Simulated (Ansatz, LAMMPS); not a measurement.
Lattice constant a (Å) along a series of related solids, from the ionic model lewis1985c (core-shell, Buckingham; LAMMPS); rVV10 in Ansatz (plane waves, PAW); Hartree–Fock (Ansatz, a program for electronic structure, PAW).

```csv
solid,ionic model lewis1985c,rVV10,Hartree–Fock,measured
rock-salt MgO,4.198,4.253,4.184,4.189
rock-salt CaO,4.807,4.826,4.858,4.781
rock-salt SrO,5.160,5.192,5.222,5.16‡
rock-salt BaO,5.527,5.574,5.636,5.54‡
```

Hartree–Fock less measured, from the printed values: rock-salt MgO -0.12 %, rock-salt CaO +1.61 %, rock-salt SrO‡ +1.20 %, rock-salt BaO‡ +1.73 %.

A member of the series is missing where a level wasn't run or failed, where a doubt is noted on the run or the magnetic state, for phases of high temperature or layered ones, and where values are held back for tests.

Spin–orbit coupling is left out, also for the solids with elements from indium on (rock-salt BaO); its size isn't shown.

Ansatz's density-functional and Hartree–Fock values are scalar-relativistic unless marked +SOC, with PAW data made under PBE.

Measured values are for low temperature or corrected to a static lattice; ‡ marks uncorrected values at room or unstated temperature. References as tabulated in Santana et al. (2016), arXiv:1608.06321; Mejia-Rodriguez and Trickey (2018), arXiv:1807.09216; Chen et al. (2018), doi:10.1103/physrevmaterials.2.073803.

Empirical potentials (ionic model lewis1985c) are fitted to chosen data: where that held the value shown, agreement is built in, and what lay outside the fit can be far off.
